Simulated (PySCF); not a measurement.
# One shape, several levels: C2H3ClFN (SMILES C/N=C(\F)Cl)

We compute a comparison of 6 runs (HF/STO-3G, SVWN5/3-21G, B3LYP/6-31G*, PBE0/def2-SVP, PBE0/def2-SVPD, MP2/3-21G) of C2H3ClFN. 

Program for the calculation: PySCF 2.14.0.

### Step 1. The system as given

C2H3ClFN: 8 atoms, total charge 0, spin state singlet. As SMILES, `C/N=C(\F)Cl`. Geometry: relaxed at PBE0-D4/def2-TZVP.

Bond lengths: C1–N2 1.443 Å, N2–C3 1.234 Å, C3–F4 1.335 Å, C3–Cl5 1.711 Å, C1–H6 1.092 Å, C1–H7 1.093 Å, C1–H8 1.092 Å. Angles: C1–N2–C3 121.1°, N2–C3–F4 126.1°, N2–C3–Cl5 123.8°, F4–C3–Cl5 110.2°, N2–C1–H6 108.4°, N2–C1–H7 114.4°, N2–C1–H8 108.4°, H6–C1–H7 109.2°, H6–C1–H8 107.0°, H7–C1–H8 109.2°.

### Step 2. Energy and gradient at HF/STO-3G (run 1)

The input, calc.py:

```python
# CN=C(F)Cl
import pyscf.grad
from pyscf import gto, scf

mol = gto.M(
    atom='''
C     -1.987425     0.594697     0.034204
N      0.632869     1.098687    -0.527234
C      2.279766    -0.506825    -0.139462
F      1.909946    -2.818338     0.803134
Cl     5.418790    -0.045164    -0.757591
H     -2.652042     2.019172     1.371185
H     -2.345717    -1.285392     0.809370
H     -3.081954     0.835448    -1.698675
''',
    spin=0,
    unit='bohr',
    verbose=4,
    max_memory=1860,
    charge=0,
    basis='sto-3g',
)

myscf = scf.RHF(mol)
myscf.conv_tol = 1e-10
myscf.kernel()
if not myscf.converged:
    myscf = myscf.newton().run(myscf.mo_coeff, myscf.mo_occ)

e_tot = myscf.e_tot
print('E(%s) = %.9f' % ('HF', e_tot))
grad = myscf.Gradients().kernel()
myscf.analyze()
```

On the command line:

```console
$ OMP_NUM_THREADS=1 python calc.py
```

The log of the run:

```text
PySCF version 2.14.0

[... 79 lines left out ...]
Nuclear Repulsion Energy =             218.526998308249830
[... 3 lines left out ...]
DFT Exchange-Correlation Energy =      -55.864808725209798
[... 5 lines left out ...]
MO #4   energy= -11.2348996789188  occ= 2
[... 3 lines left out ...]
MO #8   energy= -7.85955624504442  occ= 2
[... 3 lines left out ...]
MO #12  energy= -1.07790199728511  occ= 2
[... 3 lines left out ...]
MO #16  energy= -0.644269911112948 occ= 2
[... 3 lines left out ...]
MO #20  energy= -0.483733800802578 occ= 2
[... 3 lines left out ...]
MO #24  energy= -0.355412007139005 occ= 2
[... 3 lines left out ...]
MO #28  energy= 0.665015390270656  occ= 0
[... 3 lines left out ...]
MO #32  energy= 1.01328347438057   occ= 0
[... 4 lines left out ...]
pop of  0 C 2px           0.89332
pop of  0 C 2py           1.05698
pop of  0 C 2pz           1.06556
pop of  1 N 1s            1.99988
pop of  1 N 2s            1.44133
pop of  1 N 2px           1.07676
pop of  1 N 2py           1.49744
pop of  1 N 2pz           1.16936
pop of  2 C 1s            1.99991
pop of  2 C 2s            1.03144
pop of  2 C 2px           0.90467
pop of  2 C 2py           0.86523
pop of  2 C 2pz           1.00306
pop of  3 F 1s            1.99996
pop of  3 F 2s            1.87789
pop of  3 F 2px           1.94145
pop of  3 F 2py           1.41910
pop of  3 F 2pz           1.83473
pop of  4 Cl 1s           2.00000
pop of  4 Cl 2s           1.99992
pop of  4 Cl 3s           1.90355
pop of  4 Cl 2px          1.99967
pop of  4 Cl 2py          1.99998
pop of  4 Cl 2pz          1.99997
pop of  4 Cl 3px          1.27164
pop of  4 Cl 3py          1.96297
pop of  4 Cl 3pz          1.93095
pop of  5 H 1s            0.94149
pop of  6 H 1s            0.95723
pop of  7 H 1s            0.94149
 ** Mulliken atomic charges  **
charge of    0C =     -0.02895
charge of    1N =     -0.18477
charge of    2C =      0.19570
charge of    3F =     -0.07312
charge of    4Cl =     -0.06864
charge of    5H =      0.05851
charge of    6H =      0.04277
charge of    7H =      0.05851
Dipole moment(X, Y, Z, Debye): -2.25422, -0.76558,  0.61100
```

Run time: 1.3 s. Hardware: 1 thread of Arm Neoverse V2, shared host; peak memory 0.12 GiB.

### Step 3. Energy and forces at SVWN5/3-21G (run 2)

The input, geometry.xyz:

```xyz
8

C     -1.051700     0.314700     0.018100
N      0.334900     0.581400    -0.279000
C      1.206400    -0.268200    -0.073800
F      1.010700    -1.491400     0.425000
Cl     2.867500    -0.023900    -0.400900
H     -1.403400     1.068500     0.725600
H     -1.241300    -0.680200     0.428300
H     -1.630900     0.442100    -0.898900
```

The input, calc.py:

```python
# CN=C(F)Cl
import pyscf.grad
from pyscf import gto, dft

mol = gto.M(
    atom='geometry.xyz',
    spin=0,
    basis='3-21g',
    verbose=4,
    max_memory=1860,
    charge=0,
)

ks = dft.RKS(mol)
ks.xc = 'svwn'
ks.grids.level = 5
ks.conv_tol = 1e-10
ks.kernel()
if not ks.converged:
    ks = ks.newton().run(ks.mo_coeff, ks.mo_occ)

energy = ks.e_tot
print('Final energy', energy)
grad = ks.Gradients().kernel()
ks.analyze()
```

On the command line:

```console
$ OMP_NUM_THREADS=1 python calc.py
```

The log of the run:

```text
PySCF version 2.14.0

[... 95 lines left out ...]
Total Energy =                        -686.026453924421048
[... 7 lines left out ...]
MO #1   energy= -99.603604372066   occ= 2
[... 5 lines left out ...]
MO #7   energy= -6.95816054838523  occ= 2
[... 5 lines left out ...]
MO #13  energy= -0.662740757840567 occ= 2
[... 5 lines left out ...]
MO #19  energy= -0.384925270948876 occ= 2
[... 5 lines left out ...]
MO #25  energy= -0.0317942592387479 occ= 0
[... 5 lines left out ...]
MO #31  energy= 0.195399280699855  occ= 0
[... 5 lines left out ...]
MO #37  energy= 0.591498945043025  occ= 0
[... 5 lines left out ...]
MO #43  energy= 0.949508830497507  occ= 0
[... 5 lines left out ...]
MO #49  energy= 1.48438907652764   occ= 0
[... 5 lines left out ...]
MO #55  energy= 3.54643159856719   occ= 0
[... 27 lines left out ...]
pop of  2 C 3py           0.02475
pop of  2 C 3pz           0.00413
pop of  3 F 1s            1.99965
pop of  3 F 2s            1.84425
pop of  3 F 3s            0.00429
pop of  3 F 2px           1.91474
pop of  3 F 2py           1.58156
pop of  3 F 2pz           1.81663
pop of  3 F 3px           0.00124
pop of  3 F 3py           0.00093
pop of  3 F 3pz           0.00057
pop of  4 Cl 1s           1.99999
pop of  4 Cl 2s           1.99943
pop of  4 Cl 3s           1.87613
pop of  4 Cl 4s           0.00819
pop of  4 Cl 2px          1.99952
pop of  4 Cl 2py          1.99974
pop of  4 Cl 2pz          1.99974
pop of  4 Cl 3px          1.27543
pop of  4 Cl 3py          1.93402
pop of  4 Cl 3pz          1.88800
pop of  4 Cl 4px          0.01254
pop of  4 Cl 4py          0.00243
pop of  4 Cl 4pz          0.00164
pop of  5 H 1s            0.85078
pop of  5 H 2s            0.00924
pop of  6 H 1s            0.87951
pop of  6 H 2s            0.01094
pop of  7 H 1s            0.85079
pop of  7 H 2s            0.00923
 ** Mulliken atomic charges  **
charge of    0C =     -0.24860
charge of    1N =     -0.21438
charge of    2C =      0.23414
charge of    3F =     -0.16386
charge of    4Cl =      0.00320
charge of    5H =      0.13998
charge of    6H =      0.10955
charge of    7H =      0.13998
Dipole moment(X, Y, Z, Debye): -1.91557, -0.47699,  0.45221
```

Run time: 7.2 s. Hardware: 1 thread of Arm Neoverse V2, shared host; peak memory 0.31 GiB.

Runs 3 to 5 aren't shown in full; the table further down has their settings and results.

### Step 4. Energy and gradient at MP2/3-21G (run 6)

The input, job.py:

```python
import pyscf.grad
from pyscf import gto, mp

mol = gto.Mole()
mol.atom = [
    ('C', (-1.051700, 0.314700, 0.018100)),
    ('N', (0.334900, 0.581400, -0.279000)),
    ('C', (1.206400, -0.268200, -0.073800)),
    ('F', (1.010700, -1.491400, 0.425000)),
    ('Cl', (2.867500, -0.023900, -0.400900)),
    ('H', (-1.403400, 1.068500, 0.725600)),
    ('H', (-1.241300, -0.680200, 0.428300)),
    ('H', (-1.630900, 0.442100, -0.898900)),
]
mol.max_memory = 1860
mol.verbose = 3
mol.basis = '3-21g'
mol.build()

mf = mol.RHF()
mf.conv_tol = 1e-10
mf.kernel()
if not mf.converged:
    mf = mf.newton().run(mf.mo_coeff, mf.mo_occ)

pt = mp.MP2(mf, frozen=9).run()
etot = pt.e_tot
print('Final energy', etot)
grad = pt.Gradients().kernel()
mf.analyze()
```

On the command line:

```console
$ OMP_NUM_THREADS=1 python job.py
```

The log of the run:

```text
converged SCF energy = -687.344929926492
E(RMP2) = -687.798559384469  E_corr = -0.453629457976575
E(SCS-RMP2) = -687.79191701737  E_corr = -0.446987090877714
Final energy -687.7985593844688
--------------- RMP2 gradients ---------------
         x                y                z
0 C     0.0317246244    -0.0011596014    -0.0039638756
1 N    -0.0054549875    -0.0227259440     0.0095174274
2 C     0.0234162291    -0.0132660015     0.0018286017
3 F     0.0084891254     0.0433819006    -0.0179077777
4 Cl    -0.0582760233    -0.0094054738     0.0117951935
5 H     0.0001791173    -0.0001653353    -0.0017292855
6 H    -0.0006698151     0.0023310866    -0.0008026693
7 H     0.0005917297     0.0010093687     0.0012623856
----------------------------------------------
**** MO energy ****
MO #1   energy= -104.129279105259  occ= 2
MO #2   energy= -26.2203567828298  occ= 2
MO #3   energy= -15.5262729833837  occ= 2
MO #4   energy= -11.387449567573   occ= 2
MO #5   energy= -11.2228376177596  occ= 2
MO #6   energy= -10.5286666482073  occ= 2
MO #7   energy= -7.99272199986055  occ= 2
MO #8   energy= -7.9874529489969   occ= 2
MO #9   energy= -7.98738705953479  occ= 2
MO #10  energy= -1.66796994353172  occ= 2
MO #11  energy= -1.30627190480174  occ= 2
MO #12  energy= -1.16653261920936  occ= 2
MO #13  energy= -0.986099418938296 occ= 2
MO #14  energy= -0.830385813716475 occ= 2
MO #15  energy= -0.742731340156819 occ= 2
MO #16  energy= -0.732180732590517 occ= 2
MO #17  energy= -0.714800290907066 occ= 2
MO #18  energy= -0.617878373341033 occ= 2
MO #19  energy= -0.617844186686847 occ= 2
MO #20  energy= -0.57414039983639  occ= 2
MO #21  energy= -0.528406437285388 occ= 2
MO #22  energy= -0.491636898614801 occ= 2
MO #23  energy= -0.445460210851969 occ= 2
MO #24  energy= -0.422005792331018 occ= 2
MO #25  energy= 0.164385055699616  occ= 0
MO #26  energy= 0.209635237918529  occ= 0
MO #27  energy= 0.279684727945979  occ= 0
MO #28  energy= 0.321196782368049  occ= 0
MO #29  energy= 0.33232830798599   occ= 0
MO #30  energy= 0.370406916519042  occ= 0
MO #31  energy= 0.428065744509549  occ= 0
MO #32  energy= 0.622185470752658  occ= 0
MO #33  energy= 0.695942567685364  occ= 0
MO #34  energy= 0.782349970421124  occ= 0
MO #35  energy= 0.786543008909975  occ= 0
MO #36  energy= 0.794023897270997  occ= 0
MO #37  energy= 0.869041918029619  occ= 0
MO #38  energy= 0.918213266831291  occ= 0
MO #39  energy= 0.959031382820358  occ= 0
MO #40  energy= 1.01148868700408   occ= 0
MO #41  energy= 1.02548869349953   occ= 0
MO #42  energy= 1.20044279079288   occ= 0
MO #43  energy= 1.28644721842075   occ= 0
MO #44  energy= 1.29131331666774   occ= 0
MO #45  energy= 1.35225555867825   occ= 0
MO #46  energy= 1.48751982885244   occ= 0
MO #47  energy= 1.51146349213766   occ= 0
MO #48  energy= 1.61489124708184   occ= 0
MO #49  energy= 1.87911994015784   occ= 0
MO #50  energy= 2.00246193646149   occ= 0
MO #51  energy= 2.2663019889093    occ= 0
MO #52  energy= 2.40276800457705   occ= 0
MO #53  energy= 2.42141038664931   occ= 0
MO #54  energy= 2.97412341028438   occ= 0
MO #55  energy= 4.06717340839886   occ= 0
 ** Mulliken atomic charges  **
charge of    0C =     -0.14931
charge of    1N =     -0.27201
charge of    2C =      0.37113
charge of    3F =     -0.26510
charge of    4Cl =     -0.01084
charge of    5H =      0.11575
charge of    6H =      0.09463
charge of    7H =      0.11574
Dipole moment(X, Y, Z, Debye): -2.06875, -0.31181,  0.41008
```

It took 2 s on 1 thread of Arm Neoverse V2, shared host; peak memory 0.2 GiB.

### Step 5. The series

```
run                               level  integration grid  frozen core orbitals  energy (Eh)  dipole moment (D) of the reference  HOMO energy (eV)  LUMO energy (eV)  wall time
  1                           HF/STO-3G                 –                     –  -682.870953                                2.46             -9.67              7.50      1.3 s
  2                         SVWN5/3-21G                 5                     –  -686.026454                                2.03             -6.29             -0.87      7.2 s
  3  B3LYP/6-31G* (spherical functions)                 5                     –  -692.773221                                1.50             -7.84              0.01       25 s
  4                       PBE0/def2-SVP                 5                     –  -692.068816                                1.40             -8.21              0.13       27 s
  5                      PBE0/def2-SVPD                 5                     –  -692.091748                                1.46             -8.47             -0.28       51 s
  6                           MP2/3-21G                 –                     9  -687.798559                                2.13            -11.48              4.47        2 s
```

### Step 6. Outcome

```
                                          quantity          value
                               run 6: total energy  -687.79856 Eh
       run 6: dipole moment (Hartree–Fock density)         2.13 D
        run 6: HOMO energy (Hartree–Fock orbitals)      -11.48 eV
        run 6: LUMO energy (Hartree–Fock orbitals)        4.47 eV
      run 6: HOMO–LUMO gap (Hartree–Fock orbitals)       15.96 eV
run 6: correlation energy (9 core orbitals frozen)     -453.6 mEh
                   run 6: largest force on an atom     3.095 eV/Å
```

**Reading.** Over runs 1, 2, 3, 4, 5 the dipole moment (its size) runs from 1.40 D (PBE0/def2-SVP) to 2.46 D (HF/STO-3G). The two ends differ in method and basis. Over runs 1, 2, 3, 4, 5 the HOMO–LUMO gap runs from 5.43 eV (SVWN5/3-21G) to 17.17 eV (HF/STO-3G). Totals of different functionals can't be ranked against each other. In run 1 the basis is minimal, so the values are rough. All runs together took 1.9 min, the longest 51 s.
